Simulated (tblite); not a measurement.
C3H5O (doublet state).
Numbering: `[CH3:1][C:2]1[CH2:3][O:4]1` (hydrogens: H5, H6, H7 on C1; H8, H9 on C3)

Computed with GFN2-xTB (tblite), gas phase: L-BFGS steps from a force-field or distance-geometry start until the largest atomic force falls under 0.01 eV/Å.

Step 16: E = -351.5827 eV
```
atom  x, y, z in Å  |  force x, y, z in eV/Å
C1     -1.2629   -0.0806   -0.1626    0.040   0.002   0.021
C2      0.0917   -0.4973    0.2695   -0.014   0.015  -0.026
C3      1.4045    0.0503   -0.0106    0.012  -0.053   0.007
O4      0.8169    0.0395    1.2917   -0.054   0.067   0.001
H5     -1.6762   -0.8266   -0.8408    0.003   0.067  -0.005
H6     -1.2031    0.8782   -0.6912   -0.090  -0.045   0.011
H7     -1.9223    0.0211    0.6971    0.032  -0.012  -0.014
H8      1.5199    1.0400   -0.4470    0.003  -0.040   0.032
H9      2.2451   -0.6188   -0.1313    0.069   0.000  -0.027
```

Step 17: E = -351.5836 eV
```
atom  x, y, z in Å  |  force x, y, z in eV/Å
C1     -1.2626   -0.0801   -0.1626    0.034   0.008   0.018
C2      0.0923   -0.4987    0.2704   -0.048   0.059  -0.052
C3      1.4054    0.0480   -0.0109    0.006  -0.034   0.031
O4      0.8156    0.0418    1.2915   -0.022   0.042  -0.014
H5     -1.6754   -0.8256   -0.8416   -0.001   0.059   0.001
H6     -1.2093    0.8799   -0.6922   -0.056  -0.073   0.035
H7     -1.9220    0.0210    0.6978    0.041  -0.020  -0.026
H8      1.5209    1.0382   -0.4456    0.000  -0.036   0.013
H9      2.2486   -0.6184   -0.1320    0.047  -0.005  -0.006
```

**Question.** Estimate the geometry and energy of step 18. (The exact step hangs on the optimiser's Hessian estimate; all steps are aligned on step 17, rigid shifts and turns removed.)

**Answer.** E = -351.5843 eV, largest force 0.099 eV/Å
```
atom  x, y, z in Å  |  force x, y, z in eV/Å
C1     -1.2623   -0.0795   -0.1624    0.009   0.007   0.004
C2      0.0923   -0.4978    0.2704   -0.046   0.070  -0.053
C3      1.4067    0.0454   -0.0108    0.008  -0.007   0.038
O4      0.8144    0.0445    1.2912    0.005   0.017  -0.022
H5     -1.6741   -0.8241   -0.8422   -0.010   0.036  -0.003
H6     -1.2169    0.8802   -0.6927   -0.022  -0.060   0.039
H7     -1.9216    0.0202    0.6979    0.036  -0.027  -0.014
H8      1.5228    1.0360   -0.4437    0.002  -0.028  -0.007
H9      2.2521   -0.6189   -0.1330    0.017  -0.009   0.017
```

The energy changes by -0.0008 eV. The first-order estimate −F·Δx gives -0.0011 eV and the mean of the old and new forces, exact on a quadratic surface, -0.0008 eV. The step makes an angle of 55° with the force vector and moves no atom by more than 0.008 Å.

What follows is the cost of the whole relaxation. Hardware: an Arm Neoverse V1 with one thread, no GPU, on a shared host. Cost: 0.15 s of wall time.
